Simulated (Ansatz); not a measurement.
Reaction (substitution at a C–O bond): `C=CCCO` + H–F → `C=CCCF` + H₂O

Gas-phase electronic energies from Ansatz, PBE0-D4/def2-TZVP geometries. CCSD(T)/CBS adds triple-zeta CCSD(T) − MP2 to the extrapolated MP2 energy (def2 sets, frozen cores). This one scheme is used for every species. Functionals use def2-TZVPP. B3LYP here is the variant with VWN-RPA as its local correlation; programs differ in this. One conformer a species, not always the lowest.

**Question.** Is it downhill or uphill in electronic energy at CCSD(T)/CBS, and by how much? (Best estimate.)

**Answer.** Computed: Downhill: ΔE = -4.3 kJ/mol.

**Question.** What do these levels give: r2SCAN-D4, PBE0-D4, B3LYP-D4, B2PLYP, B3LYP, HF/def2-QZVPP? (An estimate is asked.)

**Answer.** Computed: r2SCAN-D4 -9.1, PBE0-D4 -5.2, B3LYP-D4 -10.6, B2PLYP -11.2, B3LYP -16.3, HF/def2-QZVPP -21.4 kJ/mol.

Largest T1 diagnostic among the species: 0.011.

The D4 term adds +5.6 kJ/mol with B3LYP and +3.0 kJ/mol with PBE0; it sums over pairs of atoms, weighted by their polarisabilities, and B3LYP, whose exchange is more repulsive, gets the larger term. In def2-TZVPP, CCSD(T) changes the Hartree–Fock value by +16.8 kJ/mol (the triples alone add +2.1 kJ/mol) and MP2 by +20.7 kJ/mol.
